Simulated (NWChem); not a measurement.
Species: C4H8; SMILES C1CCC1

```xyz
12

C      0.7603     0.7603     0.1275
C      0.7603    -0.7603    -0.1275
C     -0.7603    -0.7603     0.1275
C     -0.7603     0.7603    -0.1275
H      0.9933     0.9933     1.1785
H      1.3936     1.3936    -0.5126
H      0.9933    -0.9933    -1.1785
H      1.3936    -1.3936     0.5126
H     -1.3936    -1.3936    -0.5126
H     -0.9933    -0.9933     1.1785
H     -0.9933     0.9933    -1.1785
H     -1.3936     1.3936     0.5126
```
Atoms are numbered in this order, from 1.

All runs: NWChem. Medium grid unless said otherwise, to which SCAN and Minnesota functionals are sensitive. Coordinates come from a PBE0/def2-SVP optimisation. Total energies of different functionals are on different scales.

| level | energy (Ha) | highest occupied level (eV) | orbital gap (eV) |
|---|---|---|---|
| PBE/def2-TZVP | -157.0400 | -7.23 | 7.78 |
| B3LYP/def2-TZVP | -157.2719 | -8.38 | 9.39 |
| M06-2X/def2-TZVP | -157.1822 | -9.80 | 11.78 |
| CAM-B3LYP/def2-TZVP | -157.1690 | (withheld) | (withheld) |
| PBE0/def2-TZVP | -157.0704 | -8.57 | 9.93 |
| PW6B95/def2-TZVP | -157.4685 | -8.67 | 9.96 |

Question: What belongs in the gaps?

Answer: 
- CAM-B3LYP/def2-TZVP, highest occupied level (eV): -10.01
- CAM-B3LYP/def2-TZVP, orbital gap (eV): 12.13
